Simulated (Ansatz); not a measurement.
A made-up structure of CH4AlO (charge +1), closed shell:

| atom | x (Å) | y (Å) | z (Å) |
| --- | --- | --- | --- |
| C1 | -0.6408 | -0.0484 | -0.5780 |
| O2 | -0.0259 | 0.5930 | 0.6639 |
| Al3 | 1.0399 | -0.7109 | 0.0257 |
| H4 | -1.5839 | -0.5254 | -0.3246 |
| H5 | 2.0023 | -1.8870 | -0.0064 |
| H6 | -0.4663 | 1.3118 | 1.1364 |
| H7 | 2.4064 | -1.3070 | 0.4502 |

It is relaxed with PBE-D4/def2-SVP and then PBE0-D4/def2-TZVP (Ansatz 0.2.0). Atoms count as bonded within 1.22 times the sum of their covalent radii (H–H: 0.88 Å). The end point is not checked to be a true minimum.

(1) Does its bonding change? (A judgement: the text doesn't fix the answer.)

Answers

(1) The calculation gives: Yes. Formed: none; broken: O2–Al3, H5–H7.

Where it ends: The first stage lowers the energy by 4.77 eV in 15 steps. It ends as CH₄AlO ([OH][CH][AlH2]), total charge +1:
```xyz
7
angstrom
C -0.1835 -0.0757 0.0739
O -0.3328 0.7272 1.0385
Al 1.5156 -1.2652 -0.0125
H -1.0009 -0.0724 -0.6631
H 1.2443 -2.6267 0.7069
H -1.1513 1.2637 1.0308
H 2.6403 -0.5247 -0.8072
```

Labels in which every atom is bracketed show which atoms are joined, not bond orders.

For scale, one of the runs: PBE0-D4/def2-TZVP relaxation, 123 basis functions, launched by `ansatz run in.yaml --threads 2 --pin off --events-out ev --progress --plain --max-ram 4352MiB`. The run took about 14 s on 2 CPU threads of an Arm Neoverse V1 (shared host).
